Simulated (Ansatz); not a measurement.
`F[SiH2]P` + `N=CF` → `F/C=N/P` + `F[SiH3]` at 600 K and 1 bar (cleavage of the P–Si bond).

Program: Ansatz. Geometries: PBE0-D4/def2-TZVP. ΔE: electronic, gas phase. CCSD(T)/CBS is the MP2 limit (def2-TZVPP, def2-QZVPP) plus CCSD(T) − MP2 in def2-TZVPP, frozen cores. This one scheme is used for every species. One conformer a species, not always the lowest.

| species | CCSD(T)/CBS energy (Eh) | H − E (kJ/mol) | S (J/(mol·K)) |
| --- | --- | --- | --- |
| `F[SiH2]P` | -732.27050 | 143.4 | 367.9 |
| `N=CF` | -193.72220 | 115.2 | 286.5 |
| `F/C=N/P` | -535.25055 | 151.1 | 361.9 |
| `F[SiH3]` | -390.72345 | 101.0 | 280.0 |

H − E and S are ideal-gas, rigid-rotor, harmonic terms from PBE0-D4/def2-TZVP, for one conformer and one mirror image of each species. 1 Eh = 2625.50 kJ/mol, R = 8.31446 J/(mol·K).

**Question.** By hand: ΔE, ΔH, ΔS and ΔG.

**Answer.** ΔE = (-535.25055) + (-390.72345) − (-732.27050) − (-193.72220) = 0.01870 Eh = 49.1 kJ/mol. Δ(H − E) = 151.1 + 101.0 − 143.4 − 115.2 = -6.5, so ΔH = 42.6 kJ/mol. ΔS = 361.9 + 280.0 − 367.9 − 286.5 = -12.5 J/(mol·K). ΔG = 42.6 − 600 × (-12.5)/1000 = 50.1 kJ/mol.

**Question.** By hand: the equilibrium constant, and the temperature at which ΔG would vanish if ΔH and ΔS stayed fixed.

**Answer.** log₁₀ K = −ΔG/(RT ln 10) = -4.4. ΔH and −TΔS have one sign here, so there is no such temperature.

The number of gas molecules stays the same, so ΔS is small and ΔH decides. A doubt of 5 kJ/mol in ΔE shifts log₁₀ K by 0.4 here. Other conformers and mirror images would add mixing entropy, several J/(mol·K) or more a flexible species. These are equilibria of isolated gas molecules and say nothing of rates. Largest T1 diagnostic: 0.014 (customary marks: 0.02 for closed shells, 0.045 for open ones).

ΔS is within the doubt of such terms, so its sign, and with it that verdict, could turn.
